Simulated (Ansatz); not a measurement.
A made-up structure of C2H2B, doublet:

```
5
angstrom
B -0.3446 0.4305 -0.3871
C 0.4410 -0.7366 0.4658
C 1.2353 -1.4823 1.3974
H -1.0953 0.0714 -1.4380
H -0.2364 1.7169 -0.0381
```

It is relaxed with PBE-D4/def2-SVP and then PBE0-D4/def2-TZVP (Ansatz 0.2.0). Atoms count as bonded within 1.22 times the sum of their covalent radii (H–H: 0.88 Å). The end point is not checked to be a true minimum.

Question: Does its bonding change? (Judge from chemistry; the calculation decides.)

Answer: By the calculation: No: no bond forms or breaks.

Where it ends: The first stage lowers the energy by 1.10 eV in 6 steps. It ends as C₂H₂B ([BH2][C][C]):
B1  (-0.308, 0.384, -0.346)
C2  (0.394, -0.658, 0.416)
C3  (1.103, -1.323, 1.248)
H4  (-0.978, 0.064, -1.284)
H5  (-0.211, 1.533, -0.034)
(Å)

Labels in which every atom is bracketed show which atoms are joined, not bond orders.

For scale, one of the runs: PBE0-D4/def2-TZVP relaxation, 105 basis functions, launched by `ansatz run in.yaml --threads 2 --pin off --events-out ev --progress --plain --max-ram 4352MiB`. The run took about 21 s on 2 CPU threads of an Arm Neoverse V1 (shared host).
